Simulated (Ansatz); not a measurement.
CH$_{5}$BS, singlet: a saddle search.

The input file, in.yaml:

```yaml
crystal:
  periodic: [false, false, false]
  atoms:
    - {symbol: B, position_ang: [-0.694181, 0.172168, 0.329215]}
    - {symbol: S, position_ang: [-1.024672, -1.351714, 1.184072]}
    - {symbol: C, position_ang: [0.566665, 0.469961, -0.534463]}
    - {symbol: H, position_ang: [1.080906, 1.353594, -0.138830]}
    - {symbol: H, position_ang: [-1.556670, 0.989093, 0.476947]}
    - {symbol: H, position_ang: [0.082026, -2.032985, 0.835039]}
    - {symbol: H, position_ang: [0.258976, 0.747186, -1.549412]}
    - {symbol: H, position_ang: [1.286951, -0.347301, -0.602568]}
basis:
  gaussian: {orbitals: def2-SVP}
hamiltonian: {xc: pbe0, dispersion: d4}
saddle:
  max_steps: 30
  mode_guess:
    - [0.0043, 0.1610, -0.2685]
    - [-0.0044, 0.0657, -0.0808]
    - [-0.0292, 0.0756, -0.2064]
    - [0.1627, -0.3278, 0.7656]
    - [-0.0230, -0.0135, -0.0259]
    - [-0.0246, -0.0784, 0.1254]
    - [-0.1147, 0.0006, -0.2609]
    - [0.0288, 0.1167, -0.0486]
```

Launched with

```bash
ansatz run in.yaml --threads 2 --pin off --events-out ev --progress --plain --max-ram 4352MiB
```

Output of Ansatz 0.2.0:

```
Functional definition: PBE0
  name "PBE0"
  cite "Adamo & Barone, J. Chem. Phys. 110, 6158 (1999) doi:10.1063/1.478522"
  cite "Perdew, Burke & Ernzerhof, Phys. Rev. Lett. 77, 3865 (1996) doi:10.1103/PhysRevLett.77.3865"
  parent pbe
  parameter a = 0.25
  parameter kappa = 0.804
  parameter beta = 0.06672455060314922
  exchange = (1 - a)*pbe_x(kappa = kappa, mu = beta*pi^2/3) + a*exact_x
  correlation = pbe_c(beta = beta)
774 factors; integrals over basis functions are off by at most 2.5e-4 eV
mean field evaluation 1: about -12615.8312 eV, gradient 4.1e1 eV
mean field evaluation 2: about -12614.3674 eV, gradient 4.6e1 eV
mean field evaluation 4: about -12620.2208 eV, gradient 1.8e0 eV
mean field evaluation 8: about -12620.2299 eV, gradient 7.7e-2 eV
mean field -12620.22990447 eV, -463.7848946903 hartree, gradient 1.6e-5 eV, S^2 0.000000; 0 other end points of the search recorded, 0 dependent functions left out
the calculation of the forces begins
reference -12620.22992685 eV, -463.7848955127 hartree; 16, 16 occupied and 55, 55 virtual orbitals, 774 factors
these checks for a lower state are left out or cut short: stability, starts, cluster_reference, orbital_swaps, neighbouring_geometries, increment
774 factors; integrals over basis functions are off by at most 2.5e-4 eV
mean field evaluation 16: about -12620.2300 eV, gradient 2.4e-1 eV
mean field -12620.22989742 eV, -463.7848944313 hartree, gradient 1.5e-6 eV, S^2 0.000000; 0 other end points of the search recorded, 0 dependent functions left out
the calculation of the forces begins
reference -12620.22991981 eV, -463.7848952539 hartree; 16, 16 occupied and 55, 55 virtual orbitals, 774 factors
these checks for a lower state are left out or cut short: stability, starts, cluster_reference, orbital_swaps, neighbouring_geometries, increment
774 factors; integrals over basis functions are off by at most 2.5e-4 eV
mean field -12620.22871355 eV, -463.7848509246 hartree, gradient 8.0e-7 eV, S^2 0.000000; 0 other end points of the search recorded, 0 dependent functions left out
the calculation of the forces begins
reference -12620.22873593 eV, -463.7848517473 hartree; 16, 16 occupied and 55, 55 virtual orbitals, 774 factors
these checks for a lower state are left out or cut short: stability, starts, cluster_reference, orbital_swaps, neighbouring_geometries, increment
774 factors; integrals over basis functions are off by at most 2.6e-4 eV
mean field evaluation 32: about -12620.2344 eV, gradient 8.3e-7 eV
mean field -12620.23443602 eV, -463.7850612215 hartree, gradient 8.3e-7 eV, S^2 0.000000; 0 other end points of the search recorded, 0 dependent functions left out
the calculation of the forces begins
reference -12620.23445840 eV, -463.7850620441 hartree; 16, 16 occupied and 55, 55 virtual orbitals, 774 factors
saddle step   1: F+E_penalty+E_count = -12620.33215594 eV  max|allowed force component| = 2.430e-1 eV/Å  curvature = +5.8803 eV/Å²  mode residual = 4.90e0 eV/Å²  Δτ_max = 0.0000 Å  (1 rotations, 4 force calls, 64 SCF iters)  cluster: 3 rotations left out, max|force component along them| = 2.576e-8 eV/Å
saddle step   2: F+E_penalty+E_count = -12620.33840849 eV  max|allowed force component| = 8.001e-2 eV/Å  curvature = +4.8909 eV/Å²  mode residual = 7.43e0 eV/Å²  Δτ_max = 0.0114 Å  (1 rotations, 4 force calls, 62 SCF iters)  cluster: 3 rotations left out, max|force component along them| = 4.266e-8 eV/Å
saddle search: the rotation starts from a random direction (saddle.seed = 0)
saddle step   3: F+E_penalty+E_count = -12620.33884548 eV  max|allowed force component| = 3.175e-2 eV/Å  curvature = +0.3894 eV/Å²  mode residual = 1.23e0 eV/Å²  Δτ_max = 0.0049 Å  (21 rotations, 28 force calls, 375 SCF iters)  cluster: 3 rotations left out, max|force component along them| = 1.548e-7 eV/Å
Error: the saddle search stopped after 3 steps at a force within `saddle.f_tol`, on a geometry that it can call neither a saddle nor a minimum. The deciding curvature is +0.389 ± 0.084 eV/Å² (`saddle.curvature_tol` = 5.0e-2) with a residual of 1.23e0 eV/Å² (`saddle.rotation.residual_tol` = 1.0e-1); the other curvature read beside it is +3.760 ± 0.160 eV/Å². A curvature within its tolerance of zero comes of noisy forces (tighten `saddle.dr2_threshold` and, under a hybrid functional on plane waves, `saddle.exx_energy_threshold`; in a Gaussian basis set `accuracy: high`), of a flat stretch of a valley (tighten `saddle.f_tol`), or of solves that end off the electron count, as they can under `cold` smearing where the levels leave a gap (set `scf.occupations.method` to `fixed`, `gaussian`, `fermi_dirac` or, not under a hybrid functional, `methfessel_paxton`). For a residual above its tolerance raise `saddle.rotation.max_rotations` and `saddle.rotation.max_unguided_rotations`, or loosen `saddle.rotation.residual_tol` where the forces' noise keeps it out of reach. The ± is a reading's asymmetry, taken as the error of a positive curvature. Such a curvature stays undecided where it or the other curvature read, less its own ±, is not over `saddle.curvature_tol`. A negative one must be confirmed at half of `saddle.amplitude`, with the atoms moved between the exchange–correlation grid's points (not under `hamiltonian.xc: hf`) and by an estimate at the nearby stationary point. Where `saddle.amplitude` is far under its default, raise it towards the default first. Otherwise see `saddle.amplitude`. From 2 of its steps this search moved with no negative curvature along its mode to follow. A search started from a geometry of this one does not count those moves and, where it converges, warns only of its own. With `saddle.order_check` unset, a search from the last step can check the order less strictly than this one. `saddle.order_check: true` asks for the full check and warns where it cannot tell
F+E_penalty+E_count at the last step = -12620.33884548 eV
to start another search from the last step: its geometry and its mode (saddle.mode_guess, Cartesian), with saddle.order_check: true (the message says why):
  atoms:
    - { symbol: B, position_ang: [-0.69497894, 0.17117201, 0.33240562] }
    - { symbol: S, position_ang: [-1.02971829, -1.35512717, 1.18624531] }
    - { symbol: C, position_ang: [0.57000219, 0.46948561, -0.53347171] }
    - { symbol: H, position_ang: [1.08417035, 1.36389821, -0.14147819] }
    - { symbol: H, position_ang: [-1.56579050, 0.99646020, 0.48106051] }
    - { symbol: H, position_ang: [0.08213440, -2.03916849, 0.83272144] }
    - { symbol: H, position_ang: [0.25561820, 0.74498501, -1.55514481] }
    - { symbol: H, position_ang: [1.29856359, -0.35170338, -0.60233816] }
  mode_guess:
    - [0.07706202, 0.08894261, 0.15553988]
    - [0.02383710, 0.00694935, 0.00071041]
    - [0.06447020, 0.04803279, 0.11478504]
    - [-0.06775673, 0.30369787, -0.33352524]
    - [0.02079639, 0.03810895, 0.12456722]
    - [-0.21485720, -0.13045005, -0.46075502]
    - [-0.07658256, -0.48301507, 0.00457533]
    - [0.17303079, 0.12773356, 0.39410238]
  order_check: true


[the SCF lines of later steps are left out]
```

The lines “mean field evaluation” count trial sets of orbitals through the whole run, from several starts and some on an approximate energy, so they need not fall steadily or lie above the final value.

Hardware: 2 CPU threads of an Arm Neoverse V1, shared host. Wall time about 27 s.


The run did not converge within its limit. The search was started at a minimum, where no curvature is negative.